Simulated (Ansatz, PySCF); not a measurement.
Barrier height from HO + CH4 (SMILES C) to the transition structure CH5O, without zero-point energy, on the benchmark's geometries as Psi4's copy of the set gives them.
Transition structure (charge 0, multiplicity 2):
| atom | x (Å) | y (Å) | z (Å) |
|---|---|---|---|
| C | -1.2115 | 0.0080 | 0.0004 |
| O | 1.2940 | -0.1087 | 0.0001 |
| H | 0.0095 | -0.1180 | 0.0028 |
| H | -1.5255 | -0.2333 | 1.0101 |
| H | -1.4307 | 1.0332 | -0.2781 |
| H | -1.5527 | -0.7101 | -0.7377 |
| H | 1.4166 | 0.8499 | -0.0006 |
Reactant (charge 0, multiplicity 1):
```tsv
atom	x (Å)	y (Å)	z (Å)
C	0.0000	0.0000	0.0000
H	0.0000	1.0874	0.0000
H	-0.5126	-0.3625	0.8879
H	-0.5126	-0.3625	-0.8879
H	1.0253	-0.3625	0.0000
```

Open shells are unrestricted; no spin–orbit coupling.

Codes used: Ansatz (Gaussian orbitals); PySCF for the dispersion terms. Each number belongs to the level named beside it.

Question: One of these levels gives -5.77 kcal/mol for the barrier height. Which one is it?
(A) B97M-V/def2-TZVPPD
(B) PBE/def2-TZVPPD
(C) PBE-D4/def2-TZVPPD
(D) BLYP-D3(BJ)/def2-TZVPPD

Answer: C, PBE-D4/def2-TZVPPD. The others give -5.28 (PBE/def2-TZVPPD), -3.64 (BLYP-D3(BJ)/def2-TZVPPD), 3.35 (B97M-V/def2-TZVPPD)

Ansatz is a quantum-chemistry and plane-wave program.
